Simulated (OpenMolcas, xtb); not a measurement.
**How methods differ on MgSiH4O (SMILES [MgH][O][SiH3])**

MgSiH4O has 7 atoms, charge 0, and is taken as a singlet. As SMILES, `[MgH][O][SiH3]`. The shape is that of a PBE0-D4/def2-TZVP optimisation.

Quantity: the dipole moment, in D. The values are calculated.

| level | kind | program | value (D) | CPU time |
| --- | --- | --- | --- | --- |
| GFN1-xTB | semi-empirical | xtb | 2.09 | under 2 s |
| GFN2-xTB | semi-empirical | xtb | 2.88 | under 2 s |
| GFN0-xTB | semi-empirical | xtb | 1.73 | under 2 s |
| HF/STO-3G | Hartree–Fock | OpenMolcas | 1.56 | 1.6 s |
| HF/3-21G | Hartree–Fock | OpenMolcas | 0.98 | 1.8 s |
| HF/def2-SVP | Hartree–Fock | OpenMolcas | 1.27 | 4.7 s |
| SVWN5/def2-TZVP | LDA | OpenMolcas | 1.57 | 48 s |
| B3LYP/6-31G* (spherical functions) | global hybrid | OpenMolcas | 1.24 | 19 s |
| B3LYP/6-31G* (Cartesian functions) | global hybrid | OpenMolcas | 1.22 | 16 s |
| PBE0/pcseg-1 | global hybrid | OpenMolcas | 1.67 | 12 s |

The values span 0.98 to 2.88 D. Magnitudes only: a small dipole may point the other way at some levels. Sets without polarisation functions give poor dipoles. Times are those of the runs behind each value, whatever else they computed, on shared processors of several kinds: orders of magnitude only.
